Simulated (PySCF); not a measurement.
Rigid-rotor lines calculated for a species of formula C3H6F2O (commonest isotopes; PySCF 2.14.0, PBE0-D3(BJ)/def2-SVP geometry optimisation, gas phase), labelled J(Ka,Kc):

| transition | MHz |
| --- | --- |
| 1(1,1) ← 0(0,0) | 7223.6 |
| 2(0,2) ← 1(0,1) | 8724.1 |
| 2(1,1) ← 1(1,0) | 9538.4 |
| 2(1,2) ← 1(1,1) | 8140.2 |
| 1(0,1) ← 0(0,0) | 4419.6 |

Problem. Find the rotational constants.

Solution. 1(0,1) ← 0(0,0) is B + C, 2(1,1) ← 1(1,0) is 3B + C and 2(1,2) ← 1(1,1) is B + 3C, so B − C is half the difference of the last two, 699.1 MHz. 1(1,1) ← 0(0,0) is A + C. A = 5363.4, B = 2559.4, C = 1860.3 MHz.

Problem. What moments of inertia, asymmetry and inertial defect follow?

Solution. I = 505379 MHz·u·Å² over each constant: Ia = 94.23, Ib = 197.46, Ic = 271.67 u·Å²; κ = (2B − A − C)/(A − C) = -0.601 (asymmetric top); Δ = Ic − Ia − Ib = -20.02 u·Å².

Problem. Which dipole components do these lines need?

Solution. μa and μb (a-type: ΔKa even, ΔKc odd; b-type: both odd). The calculation gives |μa| = 1.09 D, |μb| = 0.11 D, |μc| = 0.74 D.

Problem. Predict further lines from these constants: 1(1,0) ← 1(0,1); 2(2,0) ← 1(1,1); 2(2,0) ← 2(1,1); 2(2,1) ← 1(1,1); 2(2,1) ← 1(1,0); 2(1,2) ← 1(0,1); 2(1,2) ← 2(0,2); 2(2,0) ← 1(1,0); 1(1,1) ← 1(0,1); 2(0,2) ← 1(1,1); 2(1,1) ← 1(0,1).

Solution. 
```csv
transition,MHz,type,branch
"2(1,2) ← 2(0,2)",2220,c,Q
"1(1,1) ← 1(0,1)",2804,c,Q
"1(1,0) ← 1(0,1)",3503,b,Q
"2(0,2) ← 1(1,1)",5920,b,R
"2(2,0) ← 2(1,1)",8527,b,Q
"2(1,2) ← 1(0,1)",10944,b,R
"2(1,1) ← 1(0,1)",13041,c,R
"2(2,1) ← 1(1,0)",17950,b,R
"2(2,0) ← 1(1,0)",18066,c,R
"2(2,1) ← 1(1,1)",18649,c,R
"2(2,0) ← 1(1,1)",18765,b,R
```

Problem. Which structure gave them?

Solution. `CO[C@H](F)CF`, point group C1. Three constants can't fix a structure by themselves; this is the one that was computed:
```
atom  x, y, z in Å
C1     1.737   -0.668    0.238
O2     0.754    0.322    0.069
C3    -0.496   -0.151   -0.180
F4    -0.580   -0.668   -1.457
C5    -1.488    0.985   -0.093
F6    -1.597    1.411    1.199
H7     1.482   -1.347    1.073
H8     1.871   -1.265   -0.679
H9     2.680   -0.157    0.473
H10   -0.768   -0.973    0.515
H11   -2.468    0.633   -0.455
H12   -1.136    1.811   -0.732
```

The values belong to one conformer (point group C1) with, in the numbering `[CH3:1][O:2][C@H:3]([F:4])[CH2:5][F:6]`, C1–O2–C3–F4 -72°, O2–C3–C5–F6 -69°. Stationary, but not proved a minimum. Constants of a rigid frame at the computed geometry: no zero-point averaging, no centrifugal distortion. A rigid rotor knows nothing of internal rotation, which can split or shift real lines.

On one thread, Arm Neoverse V2 (aarch64), shared host with 96 logical CPUs at a one-minute load of 46, this took 39 s wall and 0.47 GiB of memory at its peak. This is the geometry optimisation.
